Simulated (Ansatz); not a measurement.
Cartesian coordinates (Å):
```xyz
10

C      1.2573    -0.1024    -0.2834
C      0.0648    -0.1089     0.5944
C     -1.2748     0.2088     0.0495
H      1.2964     0.8045    -0.8978
H      2.1870    -0.1685     0.2844
H      1.2508    -0.9473    -0.9905
H      0.1383    -0.5602     1.5774
H     -1.6570    -0.5980    -0.5962
H     -2.0139     0.3631     0.8376
H     -1.2489     1.1088    -0.5753
```
Charge 0, spin multiplicity 2.

These are frozen-core CCSD(T)/cc-pVTZ // PBE0-D3(BJ)/def2-TZVP (Ansatz, an electronic-structure program) values and carry that method's errors.

HF energy: -117.67909 Ha
MP2 correlation energy: -0.50480 Ha

**Question.** Estimate the CCSD correlation energy, the (T) correction, the total energy and the T1 diagnostic.

**Answer.** 
- CCSD correlation energy: -0.54722 Ha
- (T) correction: -0.01958 Ha
- CCSD(T) total energy: -118.24589 Ha
- T1 diagnostic: 0.011
